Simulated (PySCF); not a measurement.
A geometry optimisation, step by step.

Species: CClF (singlet state).
Bonds: F1–C2, C2–Cl3.

Method: PySCF, PBE0-D3(BJ)/def2-SVP geometry optimisation, gas phase; density fitting, grid level 1; the optimiser is geomeTRIC in internal coordinates, started from an MMFF94s structure with every atom displaced at random (about 0.03 Å). The frame can shift and turn from step to step; on so coarse a grid that alone can change the energy by a few meV, and forces under 0.02 eV/Å are noise.

Step 0: E = -16252.7448 eV, largest atomic force 9.409 eV/Å
```
atom  x, y, z in Å  |  force x, y, z in eV/Å
F1     -1.418    0.017    0.013   -4.671  -3.276   0.355
C2     -0.156   -0.005   -0.006   -4.241   6.290  -0.461
Cl3     1.559   -0.109   -0.026    8.913  -3.014   0.106
```

Step 1: E = -16254.8351 eV, largest atomic force 8.127 eV/Å
```
atom  x, y, z in Å  |  force x, y, z in eV/Å
F1     -1.491   -0.053    0.021    0.892  -4.159   0.344
C2     -0.180    0.106   -0.015   -3.049   7.511  -0.588
Cl3     1.655   -0.149   -0.026    2.157  -3.352   0.244
```

Step 2: E = -16256.8167 eV, largest atomic force 4.757 eV/Å
```
atom  x, y, z in Å  |  force x, y, z in eV/Å
F1     -1.435   -0.164    0.030    2.921  -2.413   0.144
C2     -0.201    0.295   -0.031   -1.678   4.438  -0.342
Cl3     1.619   -0.229   -0.019   -1.243  -2.025   0.198
```

Step 3: E = -16258.3502 eV, largest atomic force 2.035 eV/Å
```
atom  x, y, z in Å  |  force x, y, z in eV/Å
F1     -1.255   -0.283    0.036    1.856  -0.413   0.007
C2     -0.228    0.493   -0.047    0.173   0.548  -0.051
Cl3     1.466   -0.307   -0.008   -2.030  -0.135   0.044
```

Step 4: E = -16257.1910 eV, largest atomic force 8.094 eV/Å
```
atom  x, y, z in Å  |  force x, y, z in eV/Å
F1     -0.892   -0.411    0.046   -8.088  -0.205   0.215
C2     -0.288    0.686   -0.061    2.937  -2.060   0.100
Cl3     1.164   -0.372   -0.004    5.152   2.265  -0.315
```

Step 5: E = -16258.5941 eV, largest atomic force 1.810 eV/Å
```
atom  x, y, z in Å  |  force x, y, z in eV/Å
F1     -1.096   -0.346    0.039   -0.912   0.154  -0.008
C2     -0.248    0.593   -0.055    1.443  -1.090   0.070
Cl3     1.327   -0.344   -0.004   -0.532   0.936  -0.062
```

Step 6: E = -16258.6446 eV, largest atomic force 1.139 eV/Å
```
atom  x, y, z in Å  |  force x, y, z in eV/Å
F1     -1.149   -0.324    0.037    0.238   0.007  -0.018
C2     -0.228    0.558   -0.053    0.805  -0.466   0.032
Cl3     1.361   -0.331   -0.003   -1.043   0.458  -0.013
```

Step 7: E = -16258.6714 eV, largest atomic force 0.786 eV/Å
```
atom  x, y, z in Å  |  force x, y, z in eV/Å
F1     -1.142   -0.324    0.032    0.135   0.003  -0.015
C2     -0.216    0.556   -0.054    0.576  -0.336   0.025
Cl3     1.342   -0.330    0.002   -0.712   0.333  -0.011
```

Step 8: E = -16258.6903 eV, largest atomic force 0.245 eV/Å
```
atom  x, y, z in Å  |  force x, y, z in eV/Å
F1     -1.131   -0.323    0.018   -0.054  -0.010  -0.009
C2     -0.189    0.550   -0.055   -0.169   0.110  -0.009
Cl3     1.303   -0.324    0.018    0.223  -0.100   0.017
```

Step 9: E = -16258.6919 eV, largest atomic force 0.032 eV/Å
```
atom  x, y, z in Å  |  force x, y, z in eV/Å
F1     -1.133   -0.325    0.017    0.003  -0.004  -0.010
C2     -0.196    0.551   -0.056    0.024  -0.011   0.002
Cl3     1.312   -0.324    0.018   -0.027   0.016   0.008
```

Step 10: E = -16258.6920 eV, largest atomic force under 0.02 eV/Å
```
atom  x, y, z in Å  |  force x, y, z in eV/Å
F1     -1.133   -0.325    0.014    0.001  -0.003  -0.009
C2     -0.195    0.551   -0.056    0.002  -0.001   0.001
Cl3     1.312   -0.323    0.023   -0.003   0.003   0.009
```

Question: Summarise the path.

Answer: The energy falls by 137.15 kcal/mol from step 0 to step 10; nine tenths of that is first reached at step 3. It rises by more than 0.2 meV at step 4. The largest force goes from 9.409 to under 0.02 eV/Å. Among the bonds C2–Cl3 changes most, from 1.718 to 1.744 Å; the atoms move by 0.454 Å rms after alignment.

Question: Follow the energy, the force and the coordinates that change most from start to end.

Answer: 
```json
{"step": "0", "E above end (kcal/mol)": "137.15", "largest force (eV/Å)": "9.409", "C2–Cl3 (Å)": "1.718", "F1–C2 (Å)": "1.262", "F1–C2–Cl3 (°)": "177.5"}
{"step": "1", "E above end (kcal/mol)": "88.94", "largest force (eV/Å)": "8.127", "C2–Cl3 (Å)": "1.853", "F1–C2 (Å)": "1.322", "F1–C2–Cl3 (°)": "165.1"}
{"step": "2", "E above end (kcal/mol)": "43.25", "largest force (eV/Å)": "4.757", "C2–Cl3 (Å)": "1.894", "F1–C2 (Å)": "1.318", "F1–C2–Cl3 (°)": "143.4"}
{"step": "3", "E above end (kcal/mol)": "7.88", "largest force (eV/Å)": "2.035", "C2–Cl3 (Å)": "1.874", "F1–C2 (Å)": "1.289", "F1–C2–Cl3 (°)": "117.5"}
{"step": "4", "E above end (kcal/mol)": "34.61", "largest force (eV/Å)": "8.094", "C2–Cl3 (Å)": "1.797", "F1–C2 (Å)": "1.257", "F1–C2–Cl3 (°)": "82.7"}
{"step": "5", "E above end (kcal/mol)": "2.26", "largest force (eV/Å)": "1.810", "C2–Cl3 (Å)": "1.833", "F1–C2 (Å)": "1.269", "F1–C2–Cl3 (°)": "101.2"}
{"step": "6", "E above end (kcal/mol)": "1.09", "largest force (eV/Å)": "1.139", "C2–Cl3 (Å)": "1.821", "F1–C2 (Å)": "1.278", "F1–C2–Cl3 (°)": "106.9"}
{"step": "7", "E above end (kcal/mol)": "0.48", "largest force (eV/Å)": "0.786", "C2–Cl3 (Å)": "1.794", "F1–C2 (Å)": "1.280", "F1–C2–Cl3 (°)": "106.7"}
{"step": "8", "E above end (kcal/mol)": "0.04", "largest force (eV/Å)": "0.245", "C2–Cl3 (Å)": "1.731", "F1–C2 (Å)": "1.287", "F1–C2–Cl3 (°)": "106.6"}
{"step": "9", "E above end (kcal/mol)": "0.00", "largest force (eV/Å)": "0.032", "C2–Cl3 (Å)": "1.745", "F1–C2 (Å)": "1.285", "F1–C2–Cl3 (°)": "106.6"}
{"step": "10", "E above end (kcal/mol)": "0.00", "largest force (eV/Å)": "under 0.02", "C2–Cl3 (Å)": "1.744", "F1–C2 (Å)": "1.285", "F1–C2–Cl3 (°)": "106.6"}
```

What follows is the cost of the whole optimisation. The run took 5.5 s wall on one thread, Arm Neoverse V1 (aarch64), no GPU (shared host), and the process peaked at 0.25 GiB of memory.
